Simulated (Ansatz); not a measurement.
# C3H6F2O: one species, many methods

The task here is to estimate one member of a computed series from the others.

Computed with Ansatz 0.2.0, Gaussian basis. Level: functionals in def2-TZVPP, the program's frozen cores in correlated methods.

Levels to be run: PBE-D4, r2SCAN-D4, PBE0-D4, B3LYP-D4, ωB97X-V, ωB97M-V, B2PLYP; CCSD(T)/def2-TZVPP; MP2/def2-QZVPP; extrapolation to the limit.

## The relaxed structure

An earlier PBE0-D4 in a triple-zeta def2 set relaxation fixed the geometry.

SMILES `CC(O)(F)CF`, 12 atoms, charge 0, spin multiplicity 1.

Atoms are counted from 1 here; the program's logs count them from 0.

Bond lengths: C1–C2 1.509 Å, C1–H7 1.091 Å, C1–H8 1.089 Å, C1–H9 1.093 Å, C2–O3 1.379 Å, C2–F4 1.391 Å, C2–C5 1.517 Å, O3–H10 0.962 Å, C5–F6 1.374 Å, C5–H11 1.093 Å, C5–H12 1.092 Å. Angles: C2–C1–H7 110.1°, C2–C1–H8 110.2°, C2–C1–H9 109.5°, H7–C1–H8 109.2°, H7–C1–H9 109.2°, H8–C1–H9 108.5°, C1–C2–O3 113.7°, C1–C2–F4 107.1°, C1–C2–C5 114.1°, O3–C2–F4 108.9°, O3–C2–C5 105.2°, F4–C2–C5 107.5°, C2–O3–H10 108.9°, C2–C5–F6 110.3°, C2–C5–H11 109.6°, C2–C5–H12 108.9°, F6–C5–H11 108.9°, F6–C5–H12 109.1° and more.

The first run:

Contents of in.yaml:

```yaml
crystal:
  periodic: [false, false, false]
  atoms:
    - {symbol: C, position_ang: [-1.223778, 0.373000, -0.223307]}
    - {symbol: C, position_ang: [0.207396, -0.083690, -0.361807]}
    - {symbol: O, position_ang: [0.334598, -1.405864, -0.733170]}
    - {symbol: F, position_ang: [0.800137, 0.716170, -1.333061]}
    - {symbol: C, position_ang: [1.027734, 0.053756, 0.906419]}
    - {symbol: F, position_ang: [0.955380, 1.339703, 1.384390]}
    - {symbol: H, position_ang: [-1.744208, -0.240738, 0.513038]}
    - {symbol: H, position_ang: [-1.257665, 1.415531, 0.090376]}
    - {symbol: H, position_ang: [-1.730154, 0.284002, -1.187469]}
    - {symbol: H, position_ang: [-0.263598, -1.583074, -1.465571]}
    - {symbol: H, position_ang: [0.642637, -0.628769, 1.667726]}
    - {symbol: H, position_ang: [2.069621, -0.185125, 0.681736]}
basis:
  gaussian: {orbitals: def2-TZVPP}
hamiltonian: {xc: pbe, dispersion: d4}
output: {forces: true, orbitals: {seedname: orbitals}}
```

Among the steps run: PBE-D4 (GGA); r2SCAN-D4 (meta-GGA); PBE0-D4 (hybrid); B3LYP-D4 (hybrid); ωB97X-V (range-separated); ωB97M-V (range-separated); B2PLYP (double hybrid); CCSD(T) in def2-TZVPP; MP2 in def2-QZVPP.

One of the session's tables, all rows but one given; the rest of the session is left out.

```
            method  atomisation energy (kJ/mol)
            PBE-D4                       4881.6
         r2SCAN-D4                       4762.5
           PBE0-D4                            ?
          B3LYP-D4                       4731.4
           ωB97X-V                       4757.2
           ωB97M-V                       4762.8
            B2PLYP                       4694.3
     HF/def2-TZVPP                       3398.9
    MP2/def2-TZVPP                       4741.1
   CCSD/def2-TZVPP                       4554.7
CCSD(T)/def2-TZVPP                       4629.4
           MP2/CBS                       4861.6
       CCSD(T)/CBS                       4749.9
```

Estimate the missing values for PBE0-D4.

**Answer.** atomisation energy (kJ/mol): 4764.5. In the column «atomisation energy (kJ/mol)» it lies between ωB97M-V (4762.8) and MP2/CBS (4861.6).

Caveats from the session: Free atoms (3 C, 1 O, 2 F, 6 H) were run apart at each level; the atomisation energy is their sum less the molecule, without zero-point or spin-orbit terms.
